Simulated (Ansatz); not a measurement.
# A relaxation, step by step

CH₇BO, singlet, PBE0-D4/def2-TZVP (Ansatz 0.2.0). Settings:

```yaml
hamiltonian: {xc: pbe0, dispersion: d4}
relax: {f_tol: 0.005, max_steps: 200}
```

Start, a step off a saddle point along its unstable mode:

```csv
atom,x (Å),y (Å),z (Å)
B1,-0.1950,-1.0709,0.1069
H2,0.9909,-1.3499,-0.7128
H3,-1.0142,-1.0074,-0.7911
H4,-0.2118,-2.1065,0.7526
H5,1.0985,-0.8067,-0.2951
O6,0.2320,0.1130,0.7808
C7,-0.1438,1.3106,0.1587
H8,0.3791,2.1396,0.6426
H9,0.0862,1.3467,-0.9227
H10,-1.2220,1.4318,0.2798
```

| step | energy less the last (meV) | largest force component (eV/Å) |
| --- | --- | --- |
| 1 | 1238.3 | 3.175 |
| 7 | 80.6 | 0.349 |
| 13 | 48.5 | 0.030 |
| 19 (rejected trial) | 48.7 | 0.231 |
| 25 | 36.6 | 0.298 |
| 31 | 7.9 | 0.060 |
| 37 | 5.7 | 0.105 |
| 43 (rejected trial) | 3.5 | 0.142 |
| 49 (rejected trial) | 2.4 | 0.135 |
| 55 | 1.0 | 0.035 |
| 61 (rejected trial) | 0.5 | 0.056 |
| 67 | 0.1 | 0.022 |
| 73 | 0.0 | 0.012 |
| 79 | 0.0 | 0.005 |
| 84 | 0.0 | 0.004 |

Step 13, positions (Å) and forces (eV/Å):

| atom | x | y | z | Fx | Fy | Fz |
| --- | --- | --- | --- | --- | --- | --- |
| B1 | -0.642 | -0.962 | 0.512 | -0.030 | 0.015 | 0.010 |
| H2 | 1.609 | -1.505 | -1.549 | 0.006 | 0.004 | 0.007 |
| H3 | -1.249 | -0.993 | -0.527 | 0.009 | 0.000 | -0.002 |
| H4 | -0.480 | -1.932 | 1.195 | 0.011 | -0.005 | -0.005 |
| H5 | 2.008 | -1.323 | -0.944 | -0.008 | -0.001 | -0.008 |
| O6 | -0.124 | 0.189 | 0.963 | 0.013 | -0.006 | 0.005 |
| C7 | -0.259 | 1.392 | 0.226 | 0.000 | 0.004 | -0.003 |
| H8 | 0.233 | 2.186 | 0.788 | -0.003 | -0.004 | -0.002 |
| H9 | 0.215 | 1.301 | -0.754 | 0.002 | -0.003 | 0.001 |
| H10 | -1.312 | 1.649 | 0.090 | 0.000 | -0.002 | -0.004 |

Step 67, positions (Å) and forces (eV/Å):

```csv
atom,x,y,z,Fx,Fy,Fz
B1,-1.062,-0.962,0.740,-0.008,0.003,-0.001
H2,2.665,-0.934,-1.494,-0.020,0.001,0.019
H3,-2.174,-0.498,0.733,0.022,-0.008,0.001
H4,-0.828,-2.090,1.064,-0.005,0.001,0.000
H5,2.119,-0.915,-0.983,0.020,-0.001,-0.019
O6,-0.016,-0.209,0.375,-0.016,0.014,-0.001
C7,-0.158,1.139,-0.029,0.003,-0.001,-0.001
H8,0.417,1.773,0.650,-0.007,-0.005,-0.012
H9,0.245,1.248,-1.038,-0.005,0.003,0.013
H10,-1.208,1.447,-0.018,0.017,-0.007,0.001
```

Step 79, positions (Å) and forces (eV/Å):

| atom | x | y | z | Fx | Fy | Fz |
| --- | --- | --- | --- | --- | --- | --- |
| B1 | -1.079 | -0.962 | 0.732 | -0.001 | 0.001 | -0.001 |
| H2 | 2.751 | -0.925 | -1.415 | -0.002 | 0.000 | 0.002 |
| H3 | -2.168 | -0.463 | 0.842 | 0.004 | -0.001 | 0.000 |
| H4 | -0.858 | -2.107 | 0.997 | 0.000 | 0.001 | 0.000 |
| H5 | 2.160 | -0.905 | -0.958 | 0.002 | 0.000 | -0.002 |
| O6 | -0.045 | -0.232 | 0.294 | -0.005 | 0.002 | 0.001 |
| C7 | -0.175 | 1.133 | -0.053 | 0.001 | -0.001 | -0.001 |
| H8 | 0.488 | 1.723 | 0.582 | -0.002 | -0.001 | -0.002 |
| H9 | 0.130 | 1.262 | -1.093 | -0.001 | 0.000 | 0.003 |
| H10 | -1.205 | 1.476 | 0.073 | 0.004 | -0.001 | -0.001 |

Last step (84):

B1  (-1.084, -0.962, 0.730)
H2  (2.772, -0.918, -1.393)
H3  (-2.165, -0.453, 0.872)
H4  (-0.868, -2.112, 0.980)
H5  (2.169, -0.901, -0.952)
O6  (-0.054, -0.239, 0.272)
C7  (-0.178, 1.130, -0.060)
H8  (0.507, 1.708, 0.563)
H9  (0.101, 1.265, -1.107)
H10  (-1.202, 1.483, 0.095)
(Å)

Hardware: 2 CPU threads of an Arm Neoverse V2, shared host. Wall time about 2.3 min.
